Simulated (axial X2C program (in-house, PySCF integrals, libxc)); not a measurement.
## PH⁺: properties at the nuclei

Computed with an in-house all-electron X2C program for linear molecules (integrals from PySCF): two-component X2C with atomic mean-field Coulomb and Gaunt terms, Gaussian nuclei, basis P dyall-v3z, H dyall-v3z with contracted cores.

R = 1.439 Å (near the PBE0 minimum at charge 1 of the determinant lowest at the starting distance; the state shown can have its own minimum elsewhere).

Determinant lowest in the PBE0 search, Ω = 1/2 (⟨Sz⟩ = -0.50, ⟨Lz⟩ = 1.00 at PBE0), spin on the atoms P -0.51, H 0.01:

```csv
level,Eeff magnitude (GV/cm),Ws magnitude P (kHz),A∥/gI P (MHz),qzz P (a.u.),A∥/gI H (MHz),qzz H (a.u.)
PBE0,0.0212,0.0166,1050,-2.77,15.3,0.14
HF,0.0348,0.0268,923,-2.70,16.2,0.14
PBE50,0.0237,0.0184,1010,-2.75,15,0.14
BHandHLYP,0.0196,0.0151,1010,-2.77,13.9,0.14
PBE,0.0186,0.0146,1080,-2.79,15.4,0.14
```

Determinant 0.04 eV from it at PBE0 and this distance, Ω = 3/2 (⟨Sz⟩ = 0.50, ⟨Lz⟩ = 1.00 at PBE0), spin on the atoms P 0.51, H -0.01:

| level | Eeff magnitude (GV/cm) | Ws magnitude P (kHz) | A∥/gI P (MHz) | qzz P (a.u.) | A∥/gI H (MHz) | qzz H (a.u.) |
| --- | --- | --- | --- | --- | --- | --- |
| PBE0 | 0.0288 | 0.00752 | 216 | -2.79 | 1.51 | 0.14 |
| HF | 0.0407 | 0.0104 | 264 | -2.71 | 0.825 | 0.14 |
| PBE50 | 0.0339 | 0.00881 | 225 | -2.77 | 1.6 | 0.14 |
| BHandHLYP | 0.0293 | 0.00757 | 238 | -2.78 | 1.87 | 0.14 |
| PBE | 0.0248 | 0.00649 | 208 | -2.80 | 1.46 | 0.14 |

Eeff is the effective electric field on the electron electric dipole moment in this Ω state and Ws the scalar–pseudoscalar constant of the nucleus named (defined with the proton number Z and per Ω); A∥ (defined per Ω) follows by multiplying with gI = μI/(I μN); qzz is the electric field gradient, eQq0 = 234.96 MHz × Q/barn × qzz. The operators were transformed with the bare-nucleus X2C matrices; with these basis sets, hyperfine constants and field gradients can be off by tens of per cent, and where levels differ in sign neither size nor sign is settled.

(1) With gI(31P) = 2.2632, gI(1H) = 5.5857 (g factors from the IAEA table of nuclear moments by Stone), turn the PBE0 values of the first state into constants in MHz.

Each state is one determinant with collinear spin. Unrestricted Hartree–Fock can overshoot spin polarisation at the nuclei. In the state Ω = 3/2 the sign of Eeff differs between levels (HF against PBE0). The search compared states at one distance, so a state with another bond length can lie lower. The sign of Ws at P differs between levels in the second state. Further determinants of the search, some of them spin-mixed, are not shown. PBE0 term energies can be off by some tenths of an eV.

## Answers

(1) A∥(31P) = 1050 × 2.2632 = 2380 MHz; A∥(1H) = 15.3 × 5.5857 = 85.5 MHz.
